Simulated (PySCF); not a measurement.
C4H3O (charge -1).
Geometry (GFN2-xTB, Å), atoms numbered from 1 in this order:
```
atom  x, y, z in Å
C1     2.058    0.178   -0.306
C2     0.860    0.249   -0.218
C3    -0.588    0.468   -0.173
C4    -1.277   -0.557    0.406
O5    -1.027    1.554   -0.662
H6     3.106    0.080   -0.366
H7    -2.353   -0.529    0.509
H8    -0.771   -1.435    0.785
```

The closed-shell SCF was solved with PySCF and density fitting under several settings on one GFN2-xTB geometry (grid level 2 and gas phase unless stated).

| settings | basis functions | SCF cycles | E (Eh) | HOMO (eV) | LUMO (eV) |
| --- | --- | --- | --- | --- | --- |
| PBE0/pcSseg-1 | 100 | 16 | -229.0892 | 0.06 | 5.16 |
| revPBE/6-31G, grid level 4 | 51 | 17 | -229.2484 | 1.86 | 5.06 |

Question: Estimate the rows for these settings: (1) PBE0/6-311G**, fitting basis def2-universal-jkfit; (2) B3LYP/6-31G*, IEF-PCM dichloromethane, grid level 3, start guess vsap; (3) PBE0/pcSseg-1, IEF-PCM dimethylsulfoxide.

Answer: 
```tsv
settings	basis functions	SCF cycles	E (Eh)	HOMO (eV)	LUMO (eV)
PBE0/6-311G**, fitting basis def2-universal-jkfit	108	12	-229.1641	0.21	5.34
B3LYP/6-31G*, IEF-PCM dichloromethane, grid level 3, start guess vsap	76	12	-229.4488	-3.57	1.52
PBE0/pcSseg-1, IEF-PCM dimethylsulfoxide	100	14	-229.1902	-4.89	0.59
```

Question: Over all rows, what range does the HOMO–LUMO gap span?

Answer: From 3.20 eV (revPBE/6-31G, grid level 4) to 5.48 eV (PBE0/pcSseg-1, IEF-PCM dimethylsulfoxide). The functional of the narrowest has no exact exchange, that of the widest 25 % exact exchange.

Question: Compare two rows with the functional PBE0: PBE0/pcSseg-1 and PBE0/6-311G**, fitting basis def2-universal-jkfit. Which energy is lower, and by how much?

Answer: PBE0/6-311G**, fitting basis def2-universal-jkfit (108 functions) lies 0.0749 Eh or 47 kcal/mol below PBE0/pcSseg-1 (100 functions).

Cycle counts include a coarse-grid stage where the run had one. All basis functions are spherical, in the Pople sets too. The HOMO energy is positive at PBE0/6-311G**, PBE0/pcSseg-1 and revPBE/6-31G; such an orbital is held in place by the finite basis. The species at its GFN2-xTB geometry.
